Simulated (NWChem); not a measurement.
Species: SO, triplet; SMILES O=S

```xyz
2

O      0.0000     0.0000    -1.0012
S      0.0000     0.0000     0.5006
```
Atoms are numbered in this order, from 1.

Results from NWChem. Spin-unrestricted. Medium grid unless said otherwise, to which SCAN and Minnesota functionals are sensitive. Geometry: optimised at PBE0/def2-SVP, spin-unrestricted. No stability test was run on the SCF state. Total energies of different functionals are on different scales.

| level | energy (Ha) | highest occupied level (eV) | lowest empty minus highest occupied level, either spin (eV) | dipole (D) | <S²> |
|---|---|---|---|---|---|
| B3LYP/def2-TZVP | -473.4291 | -7.35 | 3.73 | 1.64 | 2.01 |
| PBE/def2-TZVP | -473.1720 | -6.08 | 1.70 | 1.48 | 2.00 |
| LRC-wPBEh/def2-TZVP | -473.2038 | -9.56 | 8.11 | 1.63 | 2.01 |
| MN15-L/def2-TZVP | -473.2856 | -6.57 | 2.48 | 1.48 | 2.01 |
| B97-2/def2-TZVP | -473.4103 | -7.35 | 3.88 | 1.58 | 2.01 |
| MN15/def2-TZVP | -473.2214 | -8.25 | 5.48 | 1.72 | 2.01 |
| RPBE/def2-TZVP | -473.3786 | -6.05 | 1.76 | 1.44 | 2.01 |
| OLYP/def2-TZVP | -473.4160 | -5.99 | 1.79 | 1.43 | 2.01 |
| M06/def2-TZVP | -473.3532 | -7.31 | 3.89 | 1.70 | 2.01 |
| SCAN/def2-TZVP | -473.4205 | -6.62 | 2.57 | 1.47 | 2.01 |
| BHandHLYP/def2-TZVP | -473.3705 | -9.11 | 6.98 | 1.79 | 2.02 |
